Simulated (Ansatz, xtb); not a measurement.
# Relative energy of two isomers of C4H9O+

Structure I is `CC[C+](C)O`, a singlet and structure II is `CO[C+](C)C`, a singlet. Both are isolated ions in the gas phase, relaxed with PBE0-D3(BJ)/def2-SVP; the shapes shown needn't be the lowest conformers.

I (Å):

```
atom    x (Å)    y (Å)    z (Å)
   C  -1.3688  -0.3097   0.3249
   C  -0.3310  -0.6552  -0.7672
   C   0.9318   0.0532  -0.4996
   C   1.1525   1.4501  -0.8728
   O   1.8961  -0.5228   0.0977
   H  -1.0247  -0.6115   1.3240
   H  -2.2931  -0.8586   0.1003
   H  -1.6049   0.7631   0.3387
   H  -0.7128  -0.3327  -1.7488
   H  -0.1577  -1.7434  -0.8013
   H   1.9577   1.9109  -0.2868
   H   1.4631   1.4396  -1.9373
   H   0.2200   2.0294  -0.8290
   H   1.7317  -1.4649   0.2966
```

II (Å):

```xyz
14

C    -2.1173    0.9130   -1.6726
C    -0.0522    0.1186   -0.7560
C     0.5437   -0.0174   -2.0958
C     0.6845   -0.2178    0.4659
O    -1.2356    0.5332   -0.5917
H    -3.0530    1.2080   -1.1890
H    -1.6805    1.7591   -2.2195
H    -2.2774    0.0515   -2.3343
H    -0.0558   -0.7194   -2.7023
H     0.5139    0.9513   -2.6247
H     1.5780   -0.3745   -2.0447
H     1.6059    0.3902    0.5024
H     1.0272   -1.2655    0.3975
H     0.0805   -0.0629    1.3670
```

Question: Estimate E(II) − E(I) at the level CCSD(T)/def2-SVP + ΔMP2/def2-TZVPP.

Answer: Calculated at CCSD(T)/def2-SVP + ΔMP2/def2-TZVPP: E(II) − E(I) = +4.8 kcal/mol, so structure I lies lower.

Level by level:

```tsv
level	geometry	E(II) − E(I) (kcal/mol)	departure from the last row (kcal/mol)	job, with rough time for the two
GFN2-xTB	GFN2-xTB	−4.0	−8.8	optimisation, 0.69 s
HF/STO-3G	GFN2-xTB	−5.1	−9.9	single point, 1.6 s
r2SCAN-D4/def2-SVP	GFN2-xTB	+4.2	−0.6	single point, 8.1 s
PBE0-D3(BJ)/def2-SVP	PBE0-D3(BJ)/def2-SVP	+5.2	+0.4	optimisation, 2.6 min
HF/def2-SVP	PBE0-D3(BJ)/def2-SVP	+3.5	−1.3	part of the CCSD(T) run
MP2/def2-SVP	PBE0-D3(BJ)/def2-SVP	+5.8	+1.0	part of the CCSD(T) run
CCSD(T)/def2-SVP	PBE0-D3(BJ)/def2-SVP	+4.5	−0.2	single point
CCSD(T)/def2-SVP + ΔMP2/def2-TZVPP	PBE0-D3(BJ)/def2-SVP	+4.8		single point, 1.7 min
```

As drawn, II has 1 C–O, 1 C–H in place of 1 C–C, 1 O–H.

GFN2-xTB, HF/STO-3G put the two in the other order. The largest departure from CCSD(T)/def2-SVP + ΔMP2/def2-TZVPP is that of HF/STO-3G, 9.9 kcal/mol. The last row adds to CCSD(T) the change of the MP2 difference between the two basis sets, here +0.2 kcal/mol.

With harmonic frequencies from PBE0-D3(BJ)/def2-SVP (ideal gas, rigid rotor, one conformer each, 298.15 K, 1 atm): on the last row, ΔE + ΔZPE = +3.8 kcal/mol. A mode under 50 cm⁻¹ makes harmonic enthalpies and free energies unreliable, so none is given.

The correlated steps freeze 5 core orbitals. Codes used: Ansatz 0.2.0, xtb 6.7.1; the last row on 2 threads of AMD EPYC (Zen 3) on a shared host.
